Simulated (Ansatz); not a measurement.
Ansatz (a quantum-chemistry and plane-wave program) input (B3LYP/6-31G*):

Ansatz 0.2 input:
```yaml
crystal:
  periodic: [false, false, false]
  atoms:
    - {symbol: C, position_ang: [-0.01016492, -0.27994848, 1.26025238]}
    - {symbol: N, position_ang: [0.02752705, 0.54107075, 0.00175175]}
    - {symbol: C, position_ang: [-0.01788448, -0.27138968, -1.26203737]}
    - {symbol: H, position_ang: [0.84891463, -0.94534137, 1.26048731]}
    - {symbol: H, position_ang: [0.02659022, 0.38821117, 2.11682979]}
    - {symbol: H, position_ang: [-0.93230591, -0.85474018, 1.26624623]}
    - {symbol: H, position_ang: [0.87379519, 1.11491211, 0.00110891]}
    - {symbol: H, position_ang: [0.84116373, -0.93674781, -1.27204628]}
    - {symbol: H, position_ang: [0.01364080, 0.40256842, -2.11426959]}
    - {symbol: H, position_ang: [-0.94005682, -0.84614662, -1.26628736]}
    - {symbol: H, position_ang: [-0.75613474, 1.19781794, 0.00637869]}
basis:
  gaussian:
    orbitals: 6-31G*
hamiltonian:
  xc: {name: B3LYP}
total_charge: 1
relax: {f_tol: 0.003, max_steps: 120}
```

Output:

```
WARN ansatz: RAYON_NUM_THREADS=1 ignored (pool sized by the plan → 1); use --threads N
Functional definition: B3LYP
integrals: 0.02 GiB planned
763 factors; integrals over basis functions are off by at most 3.7e-4 eV
mean field: 0.17 GiB planned
mean field evaluation 1: about -3677.5605 eV, gradient 6.9e1 eV
mean field evaluation 2: about -3673.6779 eV, gradient 8.0e1 eV
mean field evaluation 4: about -3688.0467 eV, gradient 3.2e0 eV
mean field evaluation 8: about -3688.0645 eV, gradient 3.7e-2 eV
mean field -3688.06448860 eV, -135.5338700961 hartree, gradient 1.5e-5 eV, S^2 0.000000; 0 other end points of the search recorded, 0 dependent functions left out
the calculation of the forces begins
reference -3688.06465488 eV, -135.5338762069 hartree; 13, 13 occupied and 48, 48 virtual orbitals, 763 factors
relax step   1: F+E_penalty+E_count = -3688.06448860 eV  Δ(F+E_penalty+E_count) = +0.000e0 eV  max|allowed force component| = 1.465e-1 eV/Å  Δτ_max = 0.0000 Å  (23 SCF iters, accepted)
these checks for a lower state are left out or cut short: starts, cluster_reference, orbital_swaps, neighbouring_geometries, increment
integrals: 0.02 GiB planned
763 factors; integrals over basis functions are off by at most 3.7e-4 eV
mean field: 0.17 GiB planned
mean field evaluation 16: about -3688.0707 eV, gradient 5.1e-4 eV
mean field -3688.06809591 eV, -135.5340026622 hartree, gradient 3.8e-5 eV, S^2 0.000000; 0 other end points of the search recorded, 0 dependent functions left out
the calculation of the forces begins
reference -3688.06826251 eV, -135.5340087848 hartree; 13, 13 occupied and 48, 48 virtual orbitals, 763 factors
relax step   2: F+E_penalty+E_count = -3688.06809591 eV  Δ(F+E_penalty+E_count) = -3.607e-3 eV  max|allowed force component| = 4.390e-2 eV/Å  Δτ_max = 0.0085 Å  (23 SCF iters, accepted)
these checks for a lower state are left out or cut short: starts, cluster_reference, orbital_swaps, neighbouring_geometries, increment
integrals: 0.02 GiB planned
763 factors; integrals over basis functions are off by at most 3.8e-4 eV
mean field: 0.17 GiB planned
mean field -3688.06851216 eV, -135.5340179593 hartree, gradient 6.9e-6 eV, S^2 0.000000; 0 other end points of the search recorded, 0 dependent functions left out
the calculation of the forces begins
reference -3688.06867891 eV, -135.5340240872 hartree; 13, 13 occupied and 48, 48 virtual orbitals, 763 factors
relax step   3: F+E_penalty+E_count = -3688.06851216 eV  Δ(F+E_penalty+E_count) = -4.163e-4 eV  max|allowed force component| = 1.883e-2 eV/Å  Δτ_max = 0.0026 Å  (20 SCF iters, accepted)
these checks for a lower state are left out or cut short: starts, cluster_reference, orbital_swaps, neighbouring_geometries, increment
integrals: 0.02 GiB planned
763 factors; integrals over basis functions are off by at most 3.8e-4 eV
mean field: 0.17 GiB planned
mean field evaluation 32: about -3688.0685 eV, gradient 1.5e-5 eV
mean field -3688.06852318 eV, -135.5340183643 hartree, gradient 1.5e-5 eV, S^2 0.000000; 0 other end points of the search recorded, 0 dependent functions left out
the calculation of the forces begins
reference -3688.06868995 eV, -135.5340244929 hartree; 13, 13 occupied and 48, 48 virtual orbitals, 763 factors
relax step   4: F+E_penalty+E_count = -3688.06852318 eV  Δ(F+E_penalty+E_count) = -1.102e-5 eV  max|allowed force component| = 5.451e-3 eV/Å  Δτ_max = 0.0005 Å  (17 SCF iters, accepted)
these checks for a lower state are left out or cut short: starts, cluster_reference, orbital_swaps, neighbouring_geometries, increment
integrals: 0.02 GiB planned
763 factors; integrals over basis functions are off by at most 3.8e-4 eV
mean field: 0.17 GiB planned
mean field -3688.06852388 eV, -135.5340183901 hartree, gradient 5.3e-6 eV, S^2 0.000000; 0 other end points of the search recorded, 0 dependent functions left out
the calculation of the forces begins
reference -3688.06869065 eV, -135.5340245186 hartree; 13, 13 occupied and 48, 48 virtual orbitals, 763 factors
relax step   5: F+E_penalty+E_count = -3688.06852388 eV  Δ(F+E_penalty+E_count) = -7.017e-7 eV  max|allowed force component| = 4.662e-4 eV/Å  Δτ_max = 0.0002 Å  (17 SCF iters, accepted)
integrals: 0.02 GiB planned
763 factors; integrals over basis functions are off by at most 3.8e-4 eV
mean field: 0.17 GiB planned
mean field -3688.06852388 eV, -135.5340183901 hartree, gradient 5.3e-6 eV, S^2 0.000000; 1 other end points of the search recorded, 0 dependent functions left out
the calculation of the forces begins
reference -3688.06869065 eV, -135.5340245186 hartree; 13, 13 occupied and 48, 48 virtual orbitals, 763 factors
Total energy: -3688.06869065 eV, -135.5340245186 hartree
Atom 0 at    -0.010221    -0.281561     1.268183 Å, force     0.000023     0.000466    -0.000085 eV/Å
Atom 1 at     0.027477     0.540095     0.001749 Å, force    -0.000010    -0.000193    -0.000001 eV/Å
Atom 2 at    -0.017989    -0.272948    -1.269978 Å, force     0.000024     0.000466     0.000088 eV/Å
Atom 3 at     0.852389    -0.948682     1.270136 Å, force    -0.000001     0.000027    -0.000007 eV/Å
Atom 4 at     0.026852     0.392865     2.124715 Å, force    -0.000005    -0.000117     0.000140 eV/Å
Atom 5 at    -0.936039    -0.857714     1.275919 Å, force     0.000004     0.000027    -0.000007 eV/Å
Atom 6 at     0.876205     1.118441     0.001114 Å, force     0.000085    -0.000313    -0.000001 eV/Å
Atom 7 at     0.844578    -0.940023    -1.281739 Å, force    -0.000001     0.000027     0.000008 eV/Å
Atom 8 at     0.013855     0.407276    -2.122124 Å, force    -0.000006    -0.000116    -0.000141 eV/Å
Atom 9 at    -0.943849    -0.849055    -1.275957 Å, force     0.000004     0.000027     0.000008 eV/Å
Atom 10 at    -0.758174     1.201573     0.006398 Å, force    -0.000116    -0.000302    -0.000001 eV/Å
Dipole moment:     0.016624     0.326760     0.001058 e Å
```

The dipole moment of an ion depends on the origin.
